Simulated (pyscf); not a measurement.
PySCF, gas phase, ωB97X-D3(BJ)/def2-SVP geometries. MP2 and CC: frozen core, UHF for open shells. ΔMP2 is the change of the MP2 total energy from the triple- to the quadruple-zeta basis.

Problem. For Ga–AsH₂ [singlet] + water (H₂O) → HO–GaH–AsH₂, an insertion (singlet surface; H–O broken, Ga–O, Ga–H formed), PBE/def2-TZVP gives ΔE‡ = 22.4 kcal/mol and ΔE = -25.6 kcal/mol (zero: the separated reactants). In which direction and how far do r²SCAN/def2-TZVP, B3LYP-D3(BJ)/def2-TZVP, CCSD(T)/def2-TZVPP + ΔMP2(QZVPP) move these?

Solution. r²SCAN: ΔE‡ = 22.0 kcal/mol, ΔE = -32.3 kcal/mol; B3LYP-D3(BJ): ΔE‡ = 30.4 kcal/mol, ΔE = -24.2 kcal/mol; CCSD(T): ΔE‡ = 31.8 kcal/mol, ΔE = -27.7 kcal/mol. PBE's barrier lies among them. Its reaction energy lies among theirs. On the reactant side the descent ends in a bound adduct (not fully relaxed), 10.0 kcal/mol under the separated species and 42.9 kcal/mol under the saddle at ωB97X-D3(BJ)/def2-TZVP. One saddle was located; it need not be the lowest between these sides. The CCSD(T) − MP2 part came from Ansatz, without density fitting, on the same reference. The frozen core leaves the outer d or s,p core shells of the metals and heavy elements correlated in the MP2 and CC values, and def2-TZVPP describes them poorly, which can shift differences by a few kcal/mol. Elements up to Kr have no core potential and no relativistic terms here.
